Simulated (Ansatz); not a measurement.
A nudged elastic band was laid between two geometries of C4H9FS (15 atoms, charge 0, multiplicity 1).

The calculation used RKS PBE/def2-SVP in Ansatz 0.2.0.

| Property | Result |
| --- | --- |
| movable images | 9 |
| climbing image | yes |
| spring | 5.0 eV/Å² |
| optimiser | quadratic models (default) |
| start path | through a guess of the saddle point |
| force threshold | 0.03 eV/Å |
| iteration limit | 60 |
| end points | relaxed |

Image 0:

```xyz
15
Properties=species:S:1:pos:R:3
C -1.313 1.573 -0.166
C 0.052 1.387 0.492
S 0.168 -0.059 1.617
C 0.136 -1.479 0.469
C 1.200 -1.480 -0.615
F -1.115 -1.628 -0.140
H -2.112 1.647 0.599
H -1.328 2.501 -0.777
H -1.561 0.717 -0.821
H 0.299 2.241 1.157
H 0.870 1.334 -0.257
H 0.277 -2.344 1.156
H 1.084 -0.615 -1.297
H 1.109 -2.402 -1.222
H 2.211 -1.445 -0.166
```

Image 10:

```xyz
15
Properties=species:S:1:pos:R:3
C -0.392 1.971 -0.422
C -0.842 1.013 0.677
S 0.513 0.125 1.549
C 0.479 -1.495 0.699
C 0.816 -1.483 -0.782
F -0.764 -2.107 0.858
H 0.121 1.441 -1.249
H -1.265 2.509 -0.851
H 0.313 2.730 -0.027
H -1.544 0.236 0.310
H -1.381 1.559 1.478
H 1.229 -2.088 1.270
H 0.072 -0.895 -1.354
H 0.804 -2.520 -1.175
H 1.819 -1.047 -0.950
```

(1) What changes between the two ends?

(2) What energy profile does the band end with?

(3) What is the geometry of the highest image?

## Answers

(1) No bond is made or broken. The dihedral C1–C2–S3–C4 goes from 71 to -99°.

(2) It converged. The highest image is number 8 of 0 to 10, 7.5 kJ/mol above the first end and 4.3 kJ/mol above the last; the last end lies 3.2 kJ/mol above the first. The profile has 2 maxima (images 3, 8) with wells between them (image 5): this band takes more than one step, which may be the mechanism or a detour left from its start path. A vibrational analysis at the climbing image gives one clearly imaginary mode, 53i cm⁻¹: a first-order saddle point.

| image | path coordinate (Å) | energy (kJ/mol) | dihedral C1–C2–S3–C4 (°) |
| --- | --- | --- | --- |
| 0 | 0.00 | 0.0 | 71 |
| 1 | 0.94 | 0.8 | 83 |
| 2 | 1.87 | 3.1 | 98 |
| 3 | 2.81 | 5.4 | 118 |
| 4 | 3.74 | 4.4 | 140 |
| 5 | 4.68 | 3.2 | 161 |
| 6 | 5.62 | 4.4 | 180 |
| 7 | 6.55 | 6.3 | -160 |
| 8 | 7.49 | 7.5 | -140 |
| 9 | 8.46 | 5.6 | -119 |
| 10 | 9.43 | 3.2 | -99 |

(3) 
```xyz
15
Properties=species:S:1:pos:R:3
C -0.622 2.311 -0.034
C -0.976 0.843 0.185
S 0.148 0.052 1.413
C 0.401 -1.594 0.646
C 1.206 -1.589 -0.643
F -0.819 -2.222 0.414
H 0.396 2.421 -0.458
H -1.346 2.784 -0.730
H -0.653 2.882 0.917
H -0.912 0.269 -0.762
H -2.015 0.733 0.557
H 0.938 -2.161 1.441
H 0.721 -0.966 -1.421
H 1.289 -2.623 -1.035
H 2.222 -1.191 -0.460
```

Run time: 5.4 min on 2 threads of Arm Neoverse V1, with other jobs on the host, peak memory 0.18 GiB.
